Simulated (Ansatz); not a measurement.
A calculation with Ansatz (development build ahead of 0.2.0).

```yaml
crystal:
  periodic: [false, false, false]
  atoms:
    - { symbol: C, position_ang: [0.36333, -0.48233, 0.07223] }
    - { symbol: O, position_ang: [-0.40094, 0.62496, -0.23341] }
    - { symbol: H, position_ang: [1.37542, -0.30767, -0.0568] }
    - { symbol: H, position_ang: [0.20206, -0.96711, 1.00695] }
    - { symbol: H, position_ang: [-0.09636, -1.20515, -0.57295] }
basis:
  gaussian: { orbitals: def2-SVP }
magnetization:
  spin_polarized: true
  initial_magnetization: 1
hamiltonian:
  xc: hf
correlation:
  method: mp2
  frozen_orbitals: { C: 1, H: 0, O: 1 }
output:
  forces: true
```

The input is written out in the form of the current development build from the run's settings.

Results

```json
{
  "Converged": "yes",
  "Reference energy": "-114.32269 hartree",
  "Correlation energy": "-0.28565 hartree",
  "Total energy": "-114.60834 hartree",
  "Spin squared of the determinant": "0.757",
  "Stability test": "minimum"
}
```

Forces (eV/Å):
```tsv
atom	Fx	Fy	Fz
C1	-2.374	0.993	-0.237
O2	0.001	-0.051	0.611
H3	2.645	0.048	-0.772
H4	-0.477	0.009	1.713
H5	0.205	-0.999	-1.316
```
